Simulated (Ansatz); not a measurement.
**CBCl (SMILES B#CCl): a short trajectory**

Aim: follow the atoms for 40 steps of 0.5 fs with a Nosé-Hoover thermostat, with velocities drawn for 1000 K.

The runs use Ansatz 0.2.0, Gaussian basis; r2SCAN-D4/def2-SVP.

## Step 1: Starting geometry

SMILES `B#CCl`, 3 atoms, charge 0, spin multiplicity 1.

Atoms are counted from 1 here; the program's logs count them from 0.

Bond lengths: B1–C2 1.318 Å, C2–Cl3 1.661 Å. Angles: B1–C2–Cl3 151.8°.

As a file:

```
B     0.19902    1.35311    0.25532
C    -0.20403    0.14662   -0.08868
Cl    0.00501   -1.49973   -0.16664
```

## Step 2: The run

Contents of md/in.yaml:

```yaml
crystal:
  periodic: [false, false, false]
  atoms:
    - {symbol: B, position_ang: [0.199020, 1.353110, 0.255320]}
    - {symbol: C, position_ang: [-0.204030, 0.146620, -0.088680]}
    - {symbol: Cl, position_ang: [0.005010, -1.499730, -0.166640]}
basis:
  gaussian: {orbitals: def2-SVP}
hamiltonian: {xc: r2scan, dispersion: d4}
md: {n_steps: 40, timestep: 0.5, temperature: 1000, ensemble: nvt_nose_hoover, seed: 332, initial_velocities: maxwell_boltzmann}
```

The run is started by

```console
$ ansatz run in.yaml --threads 2 --pin off --events-out ev --progress --plain --max-ram 3481MiB
```

**Question.** What will these runs give? Wanted: temperature at the start; mean temperature, second half; lowest and highest potential energy, from the first frame; largest change of potential + kinetic.

As calculated:

| quantity | value |
| --- | --- |
| length | 40 steps, 20.0 fs |
| temperature at the start | 1000 K |
| mean temperature, second half | 1325 K |
| lowest and highest potential energy, from the first frame | -291 and 29 meV |
| largest change of potential + kinetic | 7.7 meV |

The thermostat trades energy with the molecule, so the sum of potential and kinetic energy isn't conserved: it changes by -8 meV over the run. The mean temperature of the second half is still well above the 1000 K set. With 3 atoms the instant temperature spans 758 to 3239 K. The bonding pattern stays as it was.
